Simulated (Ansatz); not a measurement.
The same path of C2H7B (10 atoms, charge 0, multiplicity 1) was run 3 times with different band settings.

Theory: Ansatz 0.2.0, UKS PBE0-D4/6-31G*.

Relaxed end points:

```xyz
10
Properties=species:S:1:pos:R:3
C -0.947 0.838 -0.581
B 0.098 -0.317 -0.434
C 0.902 -0.646 0.868
H -1.917 0.419 -0.888
H -0.659 1.497 -1.414
H -1.100 1.452 0.313
H 0.303 -1.008 -1.403
H 0.744 -1.696 1.152
H 0.678 -0.011 1.732
H 1.980 -0.579 0.657
```

```xyz
10
Properties=species:S:1:pos:R:3
C -0.884 0.875 -0.605
B 0.109 -0.327 -0.457
C 0.842 -0.691 0.877
H -1.897 0.437 -0.618
H -0.788 1.399 -1.563
H -0.860 1.600 0.215
H 0.318 -1.014 -1.426
H 0.898 -1.771 1.055
H 0.455 -0.192 1.771
H 1.890 -0.367 0.754
```

Common settings: movable images 5; climbing image yes; optimiser quadratic models (default); start path through a guess of the saddle point; iteration limit 60; end points relaxed.

| run | spring | force threshold |
| --- | --- | --- |
| 1 | 5.0 eV/Å² | 0.05 eV/Å |
| 2 | 0.1 eV/Å² | 0.05 eV/Å |
| 3 | 5.0 eV/Å² | 0.2 eV/Å |

**Question.** What does each run give, and how far can it be trusted?

**Answer.** Run 1: converged after 20 iterations, highest image 0.001 eV above the first end. The top lies less than 8 meV above the higher end, about what the thresholds resolve: that end is a shoulder or a very shallow well. A vibrational analysis at the climbing image gives no mode beyond 40i cm⁻¹: the surface is too flat there to confirm a saddle point.
Run 2: converged after 15 iterations, highest image 0.000 eV above the first end. The highest image is an end point: on this band no image between the ends rises above it.
Run 3: converged after 8 iterations, highest image 0.003 eV above the first end. The threshold of 0.2 eV/Å is loose, so the images may lie well off the minimum-energy path. The top lies less than 8 meV above the higher end, about what the thresholds resolve: that end is a shoulder or a very shallow well. Another band between the same ends (5 images) ends at a top of the same energy, where a vibrational analysis finds no clearly imaginary modes.
